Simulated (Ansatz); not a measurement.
Compare A (`CC=C=N`) with its isomer B (`CN1C=C1`).

Computed with Ansatz on PBE0-D4/def2-TZVP structures; ΔE is electronic, products minus reactants. CCSD(T)/CBS is the MP2 limit (def2-TZVPP, def2-QZVPP) plus CCSD(T) − MP2 in def2-TZVPP, frozen cores. DFT in def2-TZVPP. B3LYP here is the variant with VWN-RPA as its local correlation; programs differ in this. Each species was taken in one conformer, which may not be the lowest.

A:

```xyz
9

C    -1.185    0.527    0.096
C     0.182    0.139    0.574
C     1.004   -0.617   -0.103
N     1.718   -1.421   -0.683
H    -1.277    1.612   -0.004
H    -1.406    0.079   -0.873
H    -1.953    0.196    0.801
H     0.533    0.504    1.534
H     2.382   -1.019   -1.343
```

B:

```xyz
9

C    -0.7878   -0.8644   -0.0922
N    -0.1277    0.2950   -0.6891
C     0.3587    1.2841    0.3093
C     1.2522    0.5226   -0.1821
H    -0.4227   -1.0943    0.9193
H    -0.6267   -1.7358   -0.7328
H    -1.8642   -0.6773   -0.0452
H    -0.0296    2.1052    0.8837
H     2.2479    0.1651   -0.3710
```

Question: Which is lower in electronic energy at CCSD(T)/CBS, and by how much? (An estimate is asked.)

Answer: The calculation gave: A, by 240.8 kJ/mol.

Question: Give E(B) − E(A) in kJ/mol with LDA (SPW92), ωB97M-V, B3LYP, PBE-D4, HF/def2-TZVPP, r2SCAN-D4, CCSD(T)/def2-SVP. (An estimate is asked.)

Answer: Ansatz gave: LDA (SPW92) 245.7, ωB97M-V 249.1, B3LYP 265.1, PBE-D4 251.0, HF/def2-TZVPP 274.2, r2SCAN-D4 260.6, CCSD(T)/def2-SVP 247.8. None reverses the order clearly.

Question: Does the order hold for the free energy at 298.15 K (harmonic terms from PBE0-D4)? (An estimate is asked.)

Answer: Computed: Yes: G(B) − G(A) = +237.7 kJ/mol, for one conformer each.

Largest T1 diagnostic: 0.013.

In def2-TZVPP, CCSD(T) changes the Hartree–Fock value by −28.9 kJ/mol (the triples alone add −2.8 kJ/mol) and MP2 by −32.5 kJ/mol. At CCSD(T), def2-SVP lies +7.1 kJ/mol from the extrapolated value and def2-TZVPP +4.5 kJ/mol.
